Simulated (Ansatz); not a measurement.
System: pyrite PtSb2. Method: r²SCAN (Ansatz, a first-principles code, plane waves, PAW).

Settings: plane-wave cutoff 560 eV, 10×10×10 k mesh, Fermi–Dirac smearing 0.05 eV, scalar-relativistic PAW data made under PBE.

Cell (measured lattice):

```
CELL_PARAMETERS angstrom
      6.44230     0.00000     0.00000
      0.00000     6.44230     0.00000
      0.00000     0.00000     6.44230
ATOMIC_POSITIONS crystal
  Pt 0.00000 0.50000 0.50000
  Pt 0.50000 0.50000 0.00000
  Pt 0.50000 0.00000 0.50000
  Pt 0.00000 0.00000 0.00000
  Sb 0.37530 0.12470 0.87530
  Sb 0.62470 0.87530 0.12470
  Sb 0.12470 0.87530 0.37530
  Sb 0.87530 0.12470 0.62470
  Sb 0.87530 0.37530 0.12470
  Sb 0.12470 0.62470 0.87530
  Sb 0.62470 0.62470 0.62470
  Sb 0.37530 0.37530 0.37530
```

Q: What does this level give for the band gap and Γ–Γ gap?

A: 
- band gap: 0.07 eV (under three smearing widths, so not firm)
- Γ–Γ gap: 0.65 eV

Measured, for comparison: band gap 0.11 eV (low temperature, zero-point motion not removed; as tabulated in Saeed et al. (2013), arXiv:1402.4256).

Note: cell and atoms aren't relaxed at this level (pressure 3.6 GPa).

Spin–orbit coupling is not included; it can close the smallest gap of 0.07 eV.

Computed values are for the static lattice.
